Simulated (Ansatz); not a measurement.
Run this with Ansatz's Python interface and show what comes out.

Input file `c4h10os.xyz`:
```text
16

C    -2.17760    0.87270    0.27380
C    -0.83610    0.28860    0.68840
C    -0.27260   -0.62200   -0.39500
S     1.28790   -1.40280    0.13000
C     2.36040    0.02050   -0.18450
O     1.62820   -2.44790   -0.89140
H    -2.91160    0.08090    0.09300
H    -2.08050    1.46730   -0.64020
H    -2.56790    1.52340    1.06260
H    -0.96210   -0.27020    1.62360
H    -0.14440    1.11060    0.90200
H    -0.10790   -0.08390   -1.33390
H    -0.97520   -1.43810   -0.59600
H     2.10920    0.83570    0.49650
H     3.39530   -0.28290   -0.00770
H     2.25490    0.34820   -1.22130
```

Script `disp.py`:
```python
'''Size of D3 and D4 in C4H10OS.'''

import ansatz as az

geometry = az.Crystal.molecule_from_extxyz('c4h10os.xyz')

job = geometry.calculation().basis(gaussian='def2-SVP')
for name in ['pbe', 'pbe0']:
    for correction in ('d3bj', 'd4'):
        report = job.functional(name, dispersion=correction).run(threads=1, pin='off').report
        print(f'{name:8s} {correction:5s} total {report["free_energy_ev"]:.5f} eV, of which dispersion {1000 * report["dispersion"]["energy"]["ev"]:.2f} meV')
```

Output of `python disp.py`:
```text
pbe      d3bj  total -17171.71680 eV, of which dispersion -374.39 meV
pbe      d4    total -17171.68893 eV, of which dispersion -346.52 meV
pbe0     d3bj  total -17173.35355 eV, of which dispersion -321.30 meV
pbe0     d4    total -17173.32455 eV, of which dispersion -292.30 meV
```

Total energies depend on the basis set; only differences at equal settings carry meaning. The geometry is a force-field or estimated start, not a minimum of this method, and the basis set is short of its limit. D4 holds the three-body term, and d3bj doesn't. Finished in 38 s on 1 thread of Arm Neoverse N1 (shared host), peak memory 0.35 GiB.
